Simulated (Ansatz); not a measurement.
Compare A (`C=CNC`) with its isomer B (`C=NCC`).

Gas-phase electronic energies from Ansatz, PBE0-D4/def2-TZVP geometries. CCSD(T)/CBS is the MP2 limit (def2-TZVPP, def2-QZVPP) plus CCSD(T) − MP2 in def2-TZVPP, frozen cores. DFT in def2-TZVPP. B3LYP here is the variant with VWN-RPA as its local correlation; programs differ in this. One conformer a species, not always the lowest.

(1) Which isomer does CCSD(T)/CBS put lower? Give the gap. (Best estimate.)

(2) Give E(B) − E(A) in kJ/mol with HF/def2-TZVPP, BLYP-D4, ωB97M-V, B3LYP-D4, CCSD/def2-TZVPP, PBE0-D4, MP2/def2-TZVPP. (An estimate is asked.)

(3) Does the order hold for the free energy at 298.15 K (harmonic terms from PBE0-D4)? (Estimate.)

Largest T1 diagnostic: 0.011.

Answers

(1) Computed: B, by 9.3 kJ/mol.

(2) Ansatz gave: HF/def2-TZVPP -9.5, BLYP-D4 -3.1, ωB97M-V -5.2, B3LYP-D4 -2.0, CCSD/def2-TZVPP -12.9, PBE0-D4 0.1, MP2/def2-TZVPP -10.7. None reverses the order clearly.

(3) Computed: Yes: G(B) − G(A) = -10.2 kJ/mol, for one conformer each.

At CCSD(T), def2-SVP lies −9.4 kJ/mol from the extrapolated value and def2-TZVPP −4.0 kJ/mol. Leaving LDA and LC-ωPBE aside and taking each functional with its dispersion term where it has one, the values, not all of them listed here, spread over 8.1 kJ/mol, from ωB97X-V to r2SCAN0-D4. LDA lies +11.2 kJ/mol from PBE without D4.
